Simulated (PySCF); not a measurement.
**How the functional moves excitation energies**

Compound: C4H4F2.
SMILES: `C1C(=C(C1)F)F`

Linear-response calculations in the def2-SVPD basis (PySCF; singlets by full response, triplets Tamm–Dancoff, core orbitals frozen in the response; HF means time-dependent Hartree–Fock). 'Strongest' is the level of largest summed f among the singlets computed (10 roots, of which the last may lack a degenerate partner); it can jump between rows when another state enters that window. S1 is the lowest singlet of each run and needn't be the same state throughout; f(S1) is that of one state. Geometry: PBE0-D3(BJ)/def2-SVP; no solvent, vibrations or thermal averaging.

```csv
functional,kind,S1 (eV),f(S1),strongest (eV),T1 (eV),HOMO (eV),gap (eV),"ionisation energy, ΔSCF (eV)"
LDA,LDA,5.93,0.000,7.28,4.87,-6.00,5.56,9.46
PBE,GGA,5.86,0.000,7.29,4.66,-5.84,5.63,9.22
B3LYP,"global hybrid, 20% exact exchange",6.21,0.002,7.48,4.62,-6.90,7.27,9.44
PBE0,"global hybrid, 25% exact exchange",6.43,0.004,7.59,4.58,-7.10,7.80,9.40
BHandHLYP,"global hybrid, 50% exact exchange",6.66,0.010,7.74,4.51,-8.27,9.40,9.44
CAM-B3LYP,range-separated hybrid,6.42,0.007,7.58,4.56,-8.47,9.76,9.50
wB97X-D,range-separated hybrid,6.68,0.010,7.62,4.69,-8.95,11.30,9.43
LC-wPBE,range-separated hybrid,6.90,0.011,7.67,4.43,-9.77,12.19,9.52
HF,Hartree–Fock,7.17,0.022,8.00,4.12,-9.93,12.61,not settled
```

S1 runs from 5.86 eV (PBE) to 7.17 eV (HF), a spread of 1.31 eV, while the orbital gap spreads over 7.0 eV. Along PBE (0%), B3LYP (20%), PBE0 (25%), BHandHLYP (50%), HF (100%) S1 rises with the share of exact exchange. −ε(HOMO) comes closest to its own ΔSCF ionisation energy with LC-wPBE (+0.25 eV) and misses most with LDA (-3.45 eV). 'Not settled' means that the ion's SCF failed to converge or may have ended in another state than the lowest.
